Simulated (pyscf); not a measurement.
PySCF, gas phase, ωB97X-D3(BJ)/def2-SVP geometries.

Question: H₃C–In [singlet] + HO–SiH₃ -> H₃C–In(OH)–SiH₃
Surface: singlet. Broken: O–Si. Formed: In–O, In–Si. Give ΔE‡ and ΔE from PBE/def2-TZVP, relative to the separated reactants.

Answer: ΔE‡ = 17.7 kcal/mol, ΔE = +2.9 kcal/mol. ωB97M-D3(BJ)/def2-TZVP gives 23.8 kcal/mol and +6.4 kcal/mol. Zero-point energy shifts the barrier by +0.4 kcal/mol. It is an insertion, with an imaginary mode of 152i cm⁻¹. On the reactant side the descent ends in a bound adduct, 8.5 kcal/mol under the separated species and 25.0 kcal/mol under the saddle at ωB97X-D3(BJ)/def2-TZVP. At ωB97X-D3(BJ)/def2-TZVP the barrier from the zero used here is 16.6 kcal/mol. The same reactants have a lower exit, to H₃Si–O–In [singlet] + CH₄ (barrier +1.0 kcal/mol at ωB97M-D3(BJ)/def2-TZVP, against +23.8 kcal/mol here). One saddle was located; it need not be the lowest between these sides. Elements past Kr carry the def2 core potentials, without spin-orbit coupling.
